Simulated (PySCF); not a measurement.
# 3,3,3-trifluoroprop-1-yne (C₃HF₃): electronic excitations and core binding energies

What electronic excitations and core binding energies should 3,3,3-trifluoroprop-1-yne (C₃HF₃) (`C#CC(F)(F)F`) show?

Programs: PySCF 2.14.0, with density-fitted response routines of our own. Each step states its level of theory. These are calculated values for one molecule in the gas phase, unless marked as measured. Atoms are numbered from 0 throughout.

### 1 Starting geometry

7 atoms, charge 0, multiplicity 1; geometry from: GFN2-xTB.

Bonds of the start (Å): C0–C1 1.20, C1–C2 1.46, C2–F3 1.34, C2–F4 1.34, C2–F5 1.34, C0–H6 1.05.

### 2 TDDFT and polarisability: B3LYP/def2-SVPD

Job settings and geometry (Å):

```
{"job": {"kind": "uv", "xc": "B3LYP", "basis": "def2-SVPD", "nstates": 8, "ntriplets": 3}, "charge": 0, "multiplicity": 1}
C      1.747063    -0.137624     0.013814
C      0.554807    -0.043446     0.001916
C     -0.898499     0.071844    -0.012932
F     -1.446711    -0.629482    -1.016353
F     -1.448937    -0.379198     1.123974
F     -1.298998     1.343351    -0.161843
H      2.794607    -0.220541     0.024346
```

Level: TDDFT B3LYP/def2-SVPD, vertical, gas phase, core orbitals frozen in the response.

**Question.** This job is followed by: delta-SCF UKS SCAN, pcX-2 on the ionised atom, pcseg-1 elsewhere, spin-free X2C. What will the session give for the following? lowest singlet (B3LYP/def2-SVPD); brightest single state of those computed; lowest triplet; C1s binding energies, SCAN/pcX-2 (standing for 2 of 3 atoms); F1s binding energies, SCAN/pcX-2.

The runs gave:

| quantity | value |
| --- | --- |
| lowest singlet (B3LYP/def2-SVPD) | 6.56 eV (189 nm), f = 0.000 |
| brightest single state of those computed | state 8, 9.88 eV, f = 1.022 |
| lowest triplet | 5.32 eV |
| C1s binding energies, SCAN/pcX-2 (standing for 2 of 3 atoms) | C2 299.38, C1 292.14 eV |
| F1s binding energies, SCAN/pcX-2 | F3 694.22 eV |

**Reading.** The lowest singlet, at 6.56 eV, is HOMO→LUMO 0.35, HOMO−1→LUMO+1 0.35 and is dark; of the 8 states computed, the strongest absorption comes from state 8 at 9.88 eV (the last computed, so partners may be missing). The lowest triplet lies 1.24 eV below the lowest singlet (triplets in Tamm-Dancoff, singlets in full TDDFT). States above −ε(HOMO) lie where TDDFT describes them poorly and they hang on the basis; the brightest is among them. C2 (CF3 carbon) binds its C1s electron 7.24 eV more tightly than C1 (alkyne carbon). Only 2 of the 3 C atoms are covered by sound results.
